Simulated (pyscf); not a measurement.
Optimised with ωB97X-D3(BJ)/def2-SVP in PySCF.

**Question.** Estimate by transition-state theory the rate constant of HCl (SMILES Cl) + HS–Sn(Cl)(Cl)–Cl (SMILES [SH][Sn]([Cl])([Cl])[Cl]) -> Cl–Sn(Cl)(Cl)–Cl (SMILES [Cl][Sn]([Cl])([Cl])[Cl]) + H₂S (SMILES S) (singlet surface; Cl–H, S–Sn broken, Cl–Sn, H–S formed) at 1200 K, with ωB97M-D3(BJ)/def2-TZVP energies (ideal gas, 1 atm, RRHO with modes under 100 cm⁻¹ raised to 100, one conformer, R ln 2 for chiral ones without a mode under 150 cm⁻¹; no tunnelling).

**Answer.** The electronic barrier is 16.6 kcal/mol and the thermal terms add +45.4, so ΔG‡ = 62.0 kcal/mol. With k_BT/h = 2.50e+13 s⁻¹ and RT = 2.385 kcal/mol, and a volume of 1.64e-19 cm³ per molecule at 1 atm, k = 2.1e-17 cm³ molecule⁻¹ s⁻¹. Wigner's tunnelling factor for 831i cm⁻¹ would be 1.04. A shift of 1 kcal/mol in the barrier changes k by a factor 1.5. On the reactant side the descent ends in a complex (not fully relaxed), 4.7 kcal/mol under the separated species and 17.6 kcal/mol under the saddle at ωB97X-D3(BJ)/def2-TZVP. On the product side the descent ends in an adduct with a S–Sn contact, 6.6 kcal/mol under the separated species and 23.0 kcal/mol under the saddle at ωB97X-D3(BJ)/def2-TZVP. What is counted as broken (S–Sn) persists as a longer contact in the product adduct; parting that adduct is a step of its own. At ωB97X-D3(BJ) the barrier from the zero used here is 12.9 kcal/mol. One saddle was located; it need not be the lowest between these sides. Elements past Kr carry the def2 core potentials, without spin-orbit coupling.
